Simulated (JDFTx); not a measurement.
Input for a modified build of JDFTx (chloroform, CHCl3 (SMILES ClC(Cl)Cl), charge 0, multiplicity 1; bohr and hartree).

```
lattice \
  19.8421243086 0.0000000000 0.0000000000 \
  0.0000000000 19.8421243086 0.0000000000 \
  0.0000000000 0.0000000000 17.4799666528
coords-type Cartesian
ion Cl 0.9511690852 2.6008411918 -1.5679528955 0
ion C 0.3178995862 -0.5013352806 -0.4935259216 0
ion Cl -2.6868922997 -1.5028022842 -1.5680259799 0
ion Cl 2.6868922997 -2.6008411918 -1.5687602058 0
ion H 0.3177090538 -0.5016641686 1.5687602058 0
ion-species pseudo/cl_pbe_v1.4.upf
ion-species pseudo/c_pbe_v1.2.upf
ion-species pseudo/h_pbe_v1.4.upf
elec-cutoff 20 100
elec-ex-corr gga-PBE
symmetries none
coulomb-interaction Isolated
coulomb-truncation-embed 0 0 0
elec-n-bands 16
converge-empty-states yes
electronic-scf nIterations 100 energyDiffThreshold 1e-8
dump-name s0.$VAR
dump End State Ecomponents EigStats BandEigs Forces ElecDensity IonicPositions
```

The main set-up lines of the log and the final energy components:

```
unit cell volume = 6882.04
Chosen fftbox size, S = [  96  96  80  ]
unit cell volume = 6882.04
Chosen fftbox size, S = [  80  80  72  ]
  'Cl' pseudopotential, 'SLA  PW   PBX  PBC' functional
  7 valence electrons, 2 orbitals, 6 projectors, 909 radial grid points, with lMax = 2
  'C' pseudopotential, 'SLA  PW   PBE  PBE' functional
  4 valence electrons, 2 orbitals, 4 projectors, 721 radial grid points, with lMax = 1
  'H' pseudopotential, 'SLA  PW   PBX  PBC' functional
  1 valence electrons, 1 orbitals, 2 projectors, 615 radial grid points, with lMax = 0
Initialized 3 species with 5 total atoms.
Folded 1 k-points by 1x1x1 to 1 k-points.
nElectrons:  26.000000   nBands: 16   nStates: 1
average nbasis = 29423.000 , ideal nbasis = 29400.582
unit cell volume = 55056.3
Chosen fftbox size, S = [  192  192  160  ]
[...]
# Energy components:
   Eewald =       58.5771976308329627
       EH =      100.6687240171128366
     Eloc =     -227.8190873669836947
      Enl =        8.0324615298224380
      Exc =      -16.2261980317106449
 Exc_core =        4.9001821996214252
       KE =       20.4659507540106631
-------------------------------------
     Etot =      -51.4007692672939953


	eMin: -0.876607 at state 0 ( [ +0.000000 +0.000000 +0.000000 ] spin 0 )
	HOMO: -0.274111 at state 0 ( [ +0.000000 +0.000000 +0.000000 ] spin 0 )
	LUMO: -0.079682 at state 0 ( [ +0.000000 +0.000000 +0.000000 ] spin 0 )
	HOMO-LUMO gap: +0.194429
```

The run took 25 electronic cycles; the highest occupied level lies at -7.46 eV from the vacuum level.
